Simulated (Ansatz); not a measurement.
**P2H2 (triplet): the correlation ladder, def2-TZVPP**

An exercise on one series of results from a longer session: the logs are not shown, and one member is left open.

Computed with Ansatz 0.2.0, Gaussian basis. Level: def2-TZVPP, core rule «outside noble gas», up to 10 orbitals frozen.

To be run: UHF; ROHF; CCSD(T) on UHF.

2 further runs of the same task are left out: 2 set aside as unsound or not needed.

## The system

The geometry is a PBE0/def2-TZVP stationary point (not a proven minimum).

4 atoms, charge 0, spin multiplicity 3.

Atoms are counted from 1 here; the program's logs count them from 0.

Bond lengths: P1–P2 2.159 Å, P1–H3 1.428 Å, P2–H4 1.428 Å. Angles: P2–P1–H3 95.2°, P1–P2–H4 95.2°.

The first run:

in.yaml

```yaml
crystal:
  periodic: [false, false, false]
  atoms:
    - {symbol: P, position_ang: [-0.031349, -0.073548, 1.077042]}
    - {symbol: P, position_ang: [-0.031350, 0.073548, -1.077042]}
    - {symbol: H, position_ang: [0.963360, 0.931093, 1.276164]}
    - {symbol: H, position_ang: [0.963376, -0.931077, -1.276164]}
basis:
  gaussian: {orbitals: def2-TZVPP}
magnetization: {spin_polarized: true, initial_magnetization: 2}
hamiltonian: {xc: hf}
output: {orbitals: {seedname: orbitals}}
```

Launch:

```
$ ansatz run in.yaml --threads 1 --pin off --events-out ev --progress --plain --max-ram 2560MiB --backend cpu
```

Steps of the session up to this table: UHF; ROHF; CCSD(T) on UHF.

One table of the session follows, with a row left open; its other results are not shown here.

It belongs to the step «Misses and costs». 

```
  method  from UCCSD(T) (meV)
    ROHF              +8770.2
     UHF              +8492.0
    UMP2              +1527.3
   UCCSD                    ?
UCCSD(T)                    0
```

Estimate the missing values for UCCSD.

The run gave: from UCCSD(T) (meV): +379.6. In the column «from UCCSD(T) (meV)» it lies between UCCSD(T) (0) and UMP2 (+1527.3).

With the free atoms at the same levels and basis (separate runs), the atomisation energy is 8.216 eV at UCCSD(T), 5.172 eV at ROHF.
